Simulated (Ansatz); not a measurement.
in.yaml

```yaml
crystal:
  periodic: [false, false, false]
  atoms:
    - {symbol: Si, position_ang: [0.000000, 0.032553, 0.617233]}
    - {symbol: C, position_ang: [0.000000, -0.127023, -1.268554]}
    - {symbol: H, position_ang: [0.000000, 0.606549, -2.082531]}
basis:
  gaussian: {orbitals: cc-pVDZ}
magnetization: {spin_polarized: false, initial_magnetization: 5}
correlation: {method: ccsdtq, electrons: outside_noble_gas}
```

```sh
$ ansatz run in.yaml --threads 2 --pin off --events-out ev --progress --plain --max-ram 23808MiB --backend cuda --devices 0, --max-vram 18GiB
```

Output:

```
682 factors; integrals over basis functions are off by at most 1.9e-7 eV
mean field evaluation 1: about -8900.5157 eV, gradient 1.0e1 eV
mean field evaluation 2: about -8900.5190 eV, gradient 1.0e1 eV
mean field evaluation 4: about -8902.0878 eV, gradient 1.9e0 eV
mean field evaluation 8: about -8902.1877 eV, gradient 6.3e-2 eV
mean field evaluation 16: about -8902.1652 eV, gradient 9.8e-1 eV
mean field -8902.18776952 eV, -327.1493664102 hartree, gradient 2.6e-6 eV, S^2 8.750000; 0 other end points of the search recorded, 0 dependent functions left out
mean field evaluation 32: about -8902.3563 eV, gradient 2.0e-4 eV
6 core orbitals not correlated: weight in the atoms' cores, before any rotation towards them, 1.000 or more for the frozen orbitals, at most 0.000 for the correlated occupied ones
reference -8902.18776952 eV, -327.1493664102 hartree; 7, 2 occupied and 24, 29 virtual orbitals, 682 factors
second order -3.26271055 eV of doubles, -0.09363979 eV of singles
cycle   1  -3.87858760 eV  change   -5.2e-1 eV  update   6.1e-2
cycle   2  -4.18082108 eV  change   -3.0e-1 eV  update   3.0e-2
cycle   3  -4.21122526 eV  change   -3.0e-2 eV  update   1.5e-2
cycle   4  -4.21921894 eV  change   -8.0e-3 eV  update   8.4e-3
cycle   5  -4.22506658 eV  change   -5.8e-3 eV  update   3.3e-3
cycle   6  -4.22421969 eV  change    8.5e-4 eV  update   1.5e-3
cycle   7  -4.22323239 eV  change    9.9e-4 eV  update   6.2e-4
cycle   8  -4.22377528 eV  change   -5.4e-4 eV  update   3.0e-4
cycle   9  -4.22385378 eV  change   -7.9e-5 eV  update   1.3e-4
cycle  10  -4.22372178 eV  change    1.3e-4 eV  update   7.5e-5
cycle  11  -4.22374325 eV  change   -2.1e-5 eV  update   3.5e-5
cycle  12  -4.22374549 eV  change   -2.2e-6 eV  update   1.4e-5
cycle  13  -4.22375382 eV  change   -8.3e-6 eV  update   7.8e-6
cycle  14  -4.22375723 eV  change   -3.4e-6 eV  update   3.5e-6
cycle  15  -4.22375725 eV  change   -2.6e-8 eV  update   1.6e-6
cycle  16  -4.22375660 eV  change    6.5e-7 eV  update   8.0e-7
Total energy: -8906.41152612 eV, -327.3045866023 hartree
```

For the same geometry and basis UCCSDTQ lies 1.2 meV lower.

Ran on 2 threads of AMD EPYC 7R13 with a shared H100 80 GB, shared host: 15 s wall, 0.86 GiB peak host memory.
